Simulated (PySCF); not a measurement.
# C₅H₁₂N+: geometry, NMR shifts, spin-spin couplings, electronic excitations and core binding energies

Wanted: the NMR shifts, spin-spin couplings, electronic excitations and core binding energies of C₅H₁₂N+ (`C[NH2+]C1CCC1`), by calculation.

Programs: PySCF 2.14.0, with density-fitted response routines of our own. Each step states its level of theory. These are calculated values for one molecule in the gas phase, unless marked as measured. Atoms are numbered from 0 throughout.

## (1) Starting geometry

18 atoms, charge 1, multiplicity 1; geometry from: GFN2-xTB.

Bonds of the start (Å): C0–N1 1.48, N1–C2 1.49, C2–C3 1.53, C3–C4 1.54, C4–C5 1.54, C5–C2 1.53, C0–H6 1.09, C0–H7 1.09, C0–H8 1.09, N1–H9 1.03, N1–H10 1.03, C2–H11 1.09, C3–H12 1.09, C3–H13 1.09, C4–H14 1.09, C4–H15 1.09, C5–H16 1.09, C5–H17 1.09.

## (2) Optimising the geometry at PBE0-D3(BJ)/def2-SVP

The job: settings as JSON, then the geometry in Å.

```
{"job": {"xc": "PBE0", "basis": "def2-SVP", "d3": "d3bj", "grid": 1, "kind": "geom"}, "charge": 1, "multiplicity": 1}
C      2.217055    -0.719495     0.225431
N      1.157859    -0.052400    -0.559206
C      0.035533     0.469288     0.275930
C     -0.915771    -0.596053     0.832057
C     -2.105944     0.208352     0.278156
C     -1.123678     1.096867    -0.506850
H      1.786641    -1.534562     0.803977
H      2.674045    -0.008237     0.910553
H      2.986160    -1.117954    -0.433254
H      0.762314    -0.720331    -1.234281
H      1.563828     0.724224    -1.096295
H      0.461494     1.124786     1.036463
H     -0.803894    -1.565772     0.349908
H     -0.894257    -0.735810     1.908928
H     -2.645214     0.751076     1.047727
H     -2.817559    -0.351788    -0.319620
H     -1.247685     2.169336    -0.387935
H     -1.099684     0.864791    -1.570004
```

**Question.** This job is followed by: GIAO PBE0/pcSseg-1 NMR shielding, non-relativistic, gas phase; B3LYP/pcJ-1 indirect spin-spin coupling, non-relativistic, gas phase; TDDFT CAM-B3LYP/def2-SVPD, vertical, gas phase, core orbitals frozen in the response; GIAO wB97X-D/pcSseg-1 NMR shielding, non-relativistic, gas phase; delta-SCF UKS SCAN, pcX-2 on the ionised atom, pcseg-1 elsewhere, spin-free X2C. Predict these results of the whole session: point group; rotational constants (main isotopes); ¹³C shifts against TMS (PBE0/pcSseg-1, means over atoms taken as alike); ¹H shifts against TMS (PBE0/pcSseg-1, means over atoms taken as alike); ¹⁵N shifts against NH3 (PBE0/pcSseg-1); largest coupling of the table (B3LYP/pcJ-1); lowest singlet (CAM-B3LYP/def2-SVPD); brightest single state of those computed; lowest triplet; vertical ionisation energy (ΔSCF); vertical electron affinity (ΔSCF); C1s binding energies, SCAN/pcX-2; N1s binding energies, SCAN/pcX-2; range of the shift of N1.

The runs gave:

| quantity | value |
| --- | --- |
| point group | C1 |
| rotational constants (main isotopes) | 8.01, 2.24, 1.93 GHz |
| ¹³C shifts against TMS (PBE0/pcSseg-1, means over atoms taken as alike) | 57.5, 34.0, 29.2, 14.8 ppm |
| ¹H shifts against TMS (PBE0/pcSseg-1, means over atoms taken as alike) | 3.89, 3.52, 3.02, 2.67, 2.38, 2.29, 1.96 ppm |
| ¹⁵N shifts against NH3 (PBE0/pcSseg-1) | 81.3 ppm |
| largest coupling of the table (B3LYP/pcJ-1) | ¹J(C,H) C2–H11, 158.6 Hz |
| lowest singlet (CAM-B3LYP/def2-SVPD) | 8.54 eV (145 nm), f = 0.006 |
| brightest single state of those computed | state 8, 9.71 eV, f = 0.032 |
| lowest triplet | 8.41 eV |
| vertical ionisation energy (ΔSCF) | 15.80 eV |
| vertical electron affinity (ΔSCF) | 2.93 eV |
| C1s binding energies, SCAN/pcX-2 | C0 297.44, C2 296.91, C3 295.24, C4 294.79 eV |
| N1s binding energies, SCAN/pcX-2 | N1 413.77 eV |
| range of the shift of N1 | 77.7 to 81.3 ppm |

Relaxing lowered the energy by 0.071 eV in 8 steps; the close pair that moved most is C5–H17, from 1.088 to 1.103 Å. No frequency check was run at this level, so the end point may be a saddle. In the run at B3LYP/pcJ-1, the largest coupling of the table is C2–H11, 158.6 Hz, of which the Fermi-contact term gives 157.6 Hz. Couplings across rotatable bonds belong to this one conformer; where others are populated, the observed values are averages, and the simulated multiplets take (2 J gauche + J anti)/3 across rotating chain bonds. The first singlet state (HOMO→LUMO 0.82, HOMO−2→LUMO 0.08) lies at 8.54 eV and is weak; of the 10 states computed, the strongest absorption comes from states 4 to 5 together at 9.26 eV. The lowest triplet lies 0.13 eV below the lowest singlet (triplets in Tamm-Dancoff, singlets in full TDDFT). The orbital energy would give 14.86 eV for ionisation, ΔSCF gives 15.80 eV. The C1s levels kept as sound span 2.65 eV, from C4 (sp3 CH2 in a ring) up to C0 (methyl carbon bonded to N). In ppm, N1 moves most: its shift spreads over 3.6 ppm, from 77.7 (wB97X-D/pcSseg-1) to 81.3 (PBE0/pcSseg-1). Part of that comes from the computed reference.
